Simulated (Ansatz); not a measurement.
**C2HF: single points off equilibrium**

An exercise on one series of results from a longer session: the logs are not shown, and one member is left open.

Method: single points in def2-TZVPP; program: Ansatz 0.2.0, Gaussian basis.

Cores are frozen in the correlated methods.

### The system as given

SMILES `C#CF`, 4 atoms, charge 0, spin multiplicity 1.

Atoms are counted from 1 here; the program's logs count them from 0.

Bond lengths: C1–C2 1.221 Å, C1–H4 0.949 Å, C2–F3 1.243 Å. Angles: C2–C1–H4 167.6°, C1–C2–F3 175.3°.

As a file:

```
atom     x (Å)     y (Å)     z (Å)
  C1  -0.33870   0.43640  -0.38180
  C2   0.30310  -0.38150   0.25840
  F3   0.99150  -1.24970   0.82230
  H4  -0.89850   1.13600  -0.69430
```

Set-up of the first run:

The input, run/in.yaml:

```yaml
crystal:
  periodic: [false, false, false]
  atoms:
    - {symbol: C, position_ang: [-0.338700, 0.436400, -0.381800]}
    - {symbol: C, position_ang: [0.303100, -0.381500, 0.258400]}
    - {symbol: F, position_ang: [0.991500, -1.249700, 0.822300]}
    - {symbol: H, position_ang: [-0.898500, 1.136000, -0.694300]}
basis:
  gaussian: {orbitals: def2-TZVPP}
correlation: {method: ccsd_t}
output: {forces: true}
```

The command line of these runs was not kept.

Steps of the session up to this table: CCSD(T)/def2-TZVPP; PBE0-D4/def2-TZVPP; wB97M-V/def2-TZVPP; r2SCAN-D4/def2-TZVPP; PBE-D4/def2-TZVPP; HSE06-D4/def2-TZVPP; LC-wPBE/def2-TZVPP.

One table of the session follows, with a row left open; its other results are not shown here.

| method | RMS force component (eV/Å) | angle to CCSD(T) forces (°) | dipole (D) |
| --- | --- | --- | --- |
| CCSD(T) | 3.213 | reference | 0.33 |
| PBE0-D4 | 3.488 | 5.9 | 0.26 |
| wB97M-V | 3.569 | 5.9 | 0.27 |
| r2SCAN-D4 | ? | ? | ? |
| PBE-D4 | 3.250 | 1.3 | 0.19 |
| HSE06-D4 | 3.477 | 5.8 | 0.26 |
| LC-wPBE | 3.762 | 7.2 | 0.31 |

**Question.** Estimate the row for r2SCAN-D4.

**Answer.** RMS force component (eV/Å): 3.368; angle to CCSD(T) forces (°): 4.2; dipole (D): 0.20. In the column «RMS force component (eV/Å)» it lies between PBE-D4 (3.250) and HSE06-D4 (3.477).
